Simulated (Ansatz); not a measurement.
Li₂S, relaxed as a singlet with RKS PBE0-D4/def2-TZVP in Ansatz, starting from the GFN2-xTB geometry. Force threshold 0.02 eV/Å.

The structure comes from a short search, and lower isomers may exist.

Start:

```xyz
3

Li    0.839   -0.785   -1.741
Li   -0.897    0.774    1.717
S     0.058    0.011    0.024
```

Estimate the energy that the relaxation releases and the steps that it takes.

0.4 kcal/mol, in 12 steps; 4 s on 4 threads of Arm Neoverse V1 on a shared host. The force fell under the threshold at step 3, but the optimiser went on and released 0.009 eV more. No frequencies were taken in this run, so the end may be a saddle point.

Does the start keep its bonding?

By distances, no bond broke or formed. The bond that changes most is Li2–S3, from 2.09 to 2.07 Å (atoms count from 1).

Predict the relaxed structure.


Cartesian coordinates in Å:
```
Li 0.557 -0.759 -1.687
Li -1.036 0.671 1.486
S 0.479 0.088 0.201
```
Bond lengths (bridged metal pairs left out): 2 × Li–S 2.07 Å.
